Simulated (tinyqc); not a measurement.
Pariser-Parr-Pople SCF with singles CI, for the molecule c1cc[nH]c1 (SMILES; centres numbered as the heavy atoms are written), step by step. One step of it, computed by the program tinyqc.

Question. PPP integrals. Ohno: gamma = 14.399645/sqrt(R^2 + a^2), a = 2 x 14.399645/(gamma_rr + gamma_ss); H_rr = -W_r - sum_(s != r) z_s gamma_rs; H_rs = beta for bonds.

Centres (angstrom, eV; a flat drawing with bonds scaled to 1.40 angstrom):
```
centre          x          y  core charge z          W   gamma_rr
1C       1.191000   0.000000              1  11.160000  11.130000
2C       0.368000   1.133000              1  11.160000  11.130000
3C      -0.963000   0.700000              1  11.160000  11.130000
4N      -0.963000  -0.700000              2  25.600000  16.800000
5C       0.368000  -1.133000              1  11.160000  11.130000
```

Resonance integrals (eV):
```
i  j       beta
1  2  -2.440000
2  3  -2.440000
3  4  -2.290000
4  5  -2.290000
5  1  -2.440000
```

Give: repulsion gamma_rs; core matrix H.

Answer.

repulsion gamma_rs (eV):
```
        1C      2C      3C      4N      5C
1C  11.130   7.553   5.521   5.786   7.553
2C   7.553  11.130   7.555   5.786   5.519
3C   5.521   7.555  11.130   8.282   5.520
4N   5.786   5.786   8.282  16.800   8.283
5C   7.553   5.519   5.520   8.283  11.130
```

core matrix H (eV):
```
         1C       2C       3C       4N       5C
1C  -43.359   -2.440    0.000    0.000   -2.440
2C   -2.440  -43.357   -2.440    0.000    0.000
3C    0.000   -2.440  -46.319   -2.290    0.000
4N    0.000    0.000   -2.290  -53.736   -2.290
5C   -2.440    0.000    0.000   -2.290  -46.317
```
